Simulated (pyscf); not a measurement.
PySCF, gas phase, ωB97X-D3(BJ)/def2-SVP geometries.

Question: PBE/def2-TZVP puts the barrier of F–SiH₃ + H₂ + HF → SiH₄ + HF + HF (multi-bond step; singlet surface; F–Si, H–H, F–H broken, H–Si, F–H, F–H formed) at 37.9 kcal/mol and the reaction energy at +24.5 kcal/mol, from the separated reactants. What do B3LYP-D3(BJ)/def2-TZVP, M06-2X/def2-TZVP, ωB97M-D3(BJ)/def2-TZVP give on the same structures?

Answer: B3LYP-D3(BJ): ΔE‡ = 46.7 kcal/mol, ΔE = +26.6 kcal/mol; M06-2X: ΔE‡ = 50.3 kcal/mol, ΔE = +28.3 kcal/mol; ωB97M-D3(BJ): ΔE‡ = 48.0 kcal/mol, ΔE = +25.9 kcal/mol. PBE's barrier lies under all of them, by 8.8 to 12.4 kcal/mol. Its reaction energy lies under all of them, by 1.3 to 3.8 kcal/mol. Low barriers are usual for a GGA, whose delocalisation error favours stretched bonds. On the reactant side the descent ends in a complex (not fully relaxed), 5.7 kcal/mol under the separated species and 54.2 kcal/mol under the saddle at ωB97X-D3(BJ)/def2-TZVP. On the product side the descent ends in a bound adduct, 8.6 kcal/mol under the separated species and 31.2 kcal/mol under the saddle at ωB97X-D3(BJ)/def2-TZVP. One saddle was located; it need not be the lowest between these sides.
